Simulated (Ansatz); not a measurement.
**Telling isomers of CH4S2 apart by their spectra**

These gas-phase data were calculated for one isomer of CH4S2 at BLYP-D3(BJ)/def2-SVP (harmonic, unscaled wavenumbers; equilibrium rotational constants with average atomic masses):

* rotational constants: 16.07, 4.19, 3.482 GHz
* all wavenumbers above 1500 cm⁻¹: 3070, 3055, 2956, 2493
* dipole moment: 1.80 D (PBE0/def2-TZVPD)

Candidates:

(1) `SCS`, a singlet
(2) `CSS`, a singlet

Q: Which candidate do the data belong to?

A: Candidate (2). 3 modes lie between 2750 and 3290 cm⁻¹, one for each C–H bond, while (1) has 2.

The same quantities for all candidates:

```tsv
	rotational constants (GHz)	wavenumbers above 1500 cm⁻¹	dipole (D)	E above the lowest, BLYP-D3(BJ)/def2-SVP (kcal/mol)
(1)	26.12, 3.035, 2.844	3058, 2994, 2572, 2571	0.46	4.3
(2)	16.07, 4.19, 3.482	3070, 3055, 2956, 2493	1.80	0.0
```

Harmonic stretches to hydrogen usually lie a few per cent above observed fundamentals. Each candidate is one conformer. Programs: Ansatz 0.2.0.
